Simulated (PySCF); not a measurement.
Which level of theory gave which numbers?

C₅H₇F.
SMILES: `FC1=CCCC1`

The closed-shell ground state was solved 7 times with PySCF (density fitting, gas phase), always in the pcSseg-1 basis (137 functions), with these functionals: B3LYP, BHandHLYP, CAM-B3LYP, HF, KT2, LC-wPBE and mPW1PW91. Isolated species at its PBE0-D3(BJ)/def2-SVP geometry (one conformer only).

| row | total energy (Eh) | HOMO (eV) | LUMO (eV) | dipole (D) |
| --- | --- | --- | --- | --- |
| P | -299.2774 | -5.65 | -0.24 | 1.46 |
| Q | -292.7807 | -9.40 | 4.18 | 1.87 |
| R | -294.5382 | -6.59 | 0.51 | 1.56 |
| S | -294.4653 | -6.83 | 0.73 | 1.61 |
| T | -294.3978 | -8.12 | 1.93 | 1.61 |
| U | -294.3662 | -7.86 | 1.90 | 1.72 |
| V | -294.3546 | -9.46 | 3.11 | 1.63 |

Task: Which functional belongs to which row?

Result: P = KT2, Q = HF, R = B3LYP, S = mPW1PW91, T = CAM-B3LYP, U = BHandHLYP, V = LC-wPBE. By rising HOMO–LUMO gap: KT2 (GGA) 5.41 eV; B3LYP (global hybrid, 20 % exact exchange) 7.10 eV; mPW1PW91 (global hybrid, 25 % exact exchange) 7.56 eV; BHandHLYP (global hybrid, 50 % exact exchange) 9.76 eV; CAM-B3LYP (range-separated hybrid) 10.05 eV; LC-wPBE (range-separated hybrid) 12.57 eV; HF (all exact exchange) 13.58 eV. Total energies of different functionals aren't bounds to one another; each is stationary for its own functional.
